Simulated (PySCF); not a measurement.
Isomers of C5H8, one GFN2-xTB conformer each. Single-point energies are computed at PBE0/pcSseg-1 (PySCF, gas phase, no added dispersion term), electronic only.

```
  SMILES  GFN2-xTB relative energy (kJ/mol)
CCC1C=C1                               81.4
 C=CCC=C                                0.0
 C=C=CCC                               10.7
```

Conformers: `[CH3:1][CH2:2][CH:3]1[CH:4]=[CH:5]1` with C1–C2–C3–C4 86°; `[CH2:1]=[CH:2][CH2:3][CH:4]=[CH2:5]` with C1–C2–C3–C4 117°, C2–C3–C4–C5 117°; `[CH2:1]=[C:2]=[CH:3][CH2:4][CH3:5]` with C2–C3–C4–C5 -120°.

Question: What does PBE0/pcSseg-1 give for the same structures?

Answer: 
```
  SMILES  PBE0/pcSseg-1 E (Eh)  PBE0/pcSseg-1 (kJ/mol)  GFN2-xTB (kJ/mol)  point group
 C=CCC=C            -195.02490                     0.0                0.0           C2
 C=C=CCC            -195.01464                    27.0               10.7           C1
CCC1C=C1            -194.98280                   110.5               81.4           C1
```

Both levels put the same isomer lowest; measured from each level's own lowest isomer, the values differ by up to 29.1 kJ/mol (CCC1C=C1: 81.4 against 110.5). As drawn, the highest has a three-membered ring, which the lowest lacks.

Question: Which frontier levels, dipoles and rotational constants go with these structures?

Answer: 
```tsv
SMILES	HOMO (eV, PBE0/pcSseg-1)	LUMO (eV)	dipole (D)	A, B, C (MHz)
C=CCC=C	-7.40	-0.05	0.11	19666, 2415, 2392
C=C=CCC	-7.24	0.46	0.45	17896, 2317, 2282
CCC1C=C1	-7.15	0.12	0.38	14023, 3262, 2953
```
